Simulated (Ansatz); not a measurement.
CS, SMILES `[C-]#[S+]` (excited triplet) (charge 0, multiplicity 3). This triplet is an excited state, 2.98 eV above the relaxed singlet at the level frozen-core full CI/6-31g // B3LYP-D3(BJ)/def2-TZVP (Ansatz, a quantum-chemistry and plane-wave program).

Z-matrix (Å, degrees):
```
C
S 1 1.5679
```
Charge 0, spin multiplicity 3.

Frozen-core energies in cc-pVDZ from Ansatz at a geometry from B3LYP-D3(BJ)/def2-TZVP; the HF reference has <S^2> = 2.41 and the T1 diagnostic is 0.070.

```tsv
level	energy (Ha)	difference from CCSDTQ (mHa)
HF	-435.24659	233.54
MP2	-435.42839	51.74
CCSD	-435.46748	12.65
CCSD(T)	-435.47705	3.08
CCSDT	-435.47938	0.75
CCSDT(Q)	-435.48040	-0.27
CCSDTQ	-435.48013	0.00
```
